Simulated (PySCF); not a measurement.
Compound: C₂H₆O.
SMILES: `COC`

Computed with PBE0-D3(BJ)/def2-SVP geometry optimisation, gas phase in PySCF.

Masses are those of the commonest isotopes; rigid-rotor values at the optimised geometry. 

Problem. What are A, B and C (MHz)?

Solution. Ia = 12.65, Ib = 49.89, Ic = 56.08 u·Å²; 505379 MHz·u·Å²/I gives A = 39951, B = 10130, C = 9012 MHz.

Problem. Classify the top.

Solution. A near-prolate asymmetric top: κ = (2 × 10130 − 39951 − 9012)/(39951 − 9012) = -0.93.

Problem. Is it planar, by Δ = Ic − Ia − Ib?

Solution. Not planar: Δ = Ic − Ia − Ib = -6.46 u·Å². For a rigid frame Δ = −2 Σ m c², so Σ m c² = 3.23 u·Å² lies off the ab plane, practically all of it from hydrogen. The atom farthest from that plane is 0.90 Å away.

Problem. List the rotational levels J(Ka,Kc) to J = 5 (MHz).

Solution. Above 0(0,0):
J = 1: 1(0,1) 19142, 1(1,1) 48963, 1(1,0) 50081
J = 2: 2(0,2) 57396, 2(1,2) 86130, 2(1,1) 89484, 2(2,1) 178945, 2(2,0) 178976
J = 3: 3(0,3) 114700, 3(1,3) 141861, 3(1,2) 148568, 3(2,2) 236372, 3(2,1) 236526, 3(3,1) 388289, 3(3,0) 388289
J = 4: 4(0,4) 190963, 4(1,4) 216134, 4(1,3) 227311, 4(2,3) 312918, 4(2,2) 313379, 4(3,2) 464918, 4(3,1) 464922, 4(4,1) 677519, 4(4,0) 677519
J = 5: 5(0,5) 286064, 5(1,5) 308921, 5(1,4) 325677, 5(2,4) 408561, 5(2,3) 409632, 5(3,3) 560731, 5(3,2) 560746, 5(4,2) 773300, 5(4,1) 773300, 5(5,1) 1046651, 5(5,0) 1046651

Problem. Which types of transition are allowed, and where do some lines up to J = 5 fall?

Solution. The dipole components are |μa| = 0.00 D, |μb| = 1.25 D, |μc| = 0.00 D; the symmetry axis of this C2v structure is b, so μa and μc vanish by symmetry and there are no a-type or c-type lines. Some lines, for components of 0.1 D or more:

```tsv
type	branch	J(Ka,Kc)	MHz	lower level (cm⁻¹)
b	R	2(0,2) ← 1(1,1)	8433	1.633
b	R	4(0,4) ← 3(1,3)	49102	4.732
b	Q	3(2,1) ← 3(1,2)	87958	4.956
b	Q	2(2,0) ← 2(1,1)	89492	2.985
b	Q	3(3,1) ← 3(2,2)	151916	7.885
b	R	5(2,4) ← 4(1,3)	181250	7.582
b	R	4(3,1) ← 3(2,2)	228550	7.885
b	Q	5(5,0) ← 5(4,1)	273351	25.795
b	Q	5(5,1) ← 5(4,2)	273352	25.795
b	R	4(4,1) ← 3(3,0)	289230	12.952
b	R	5(5,0) ← 4(4,1)	369132	22.600
```

PBE0-D3(BJ)/def2-SVP frequencies: not computed here. No vibrational averaging or centrifugal distortion is included, and the geometry carries the error of its method. A rigid rotor knows nothing of internal rotation, which can split or shift real lines.
